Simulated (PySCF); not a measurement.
## Relaxation of singlet CH₄

Method: PBE0/[C def2-TZVP, H def2-TZVP], no relativity, density fitting, PySCF. A (50,194) grid was used.

A hand-made see-saw start, of C2v symmetry, held to at least that symmetry:

Coordinates in bohr (charge 0 multiplicity 1):
```
C     0.0000    0.0000   -0.1787
H     0.0000    2.0143   -0.0024
H     0.0000   -2.0143   -0.0024
H     1.5934    0.0000    1.0663
H    -1.5934    0.0000    1.0663
```

(1) What forces act on the atoms at the start (eV/Å)?

(2) What does it relax to?

(3) How much energy is released, and in how many steps?

## Answers

(1) 
```csv
atom,Fx,Fy,Fz
C1,0.00,0.00,2.50
H2,0.00,0.96,-3.03
H3,0.00,-0.96,-3.03
H4,0.97,0.00,1.79
H5,-0.97,0.00,1.79
```

(2) It ends at Td with C–H 1.090 Å (×4); H–C–H 109.5° (×6). No frequency check is given, so it may be a saddle point. Other isomers or separated fragments may lie lower.

(3) 300.7 kJ/mol in 8 steps.

The relaxation took roughly 10 core-seconds on a shared host.
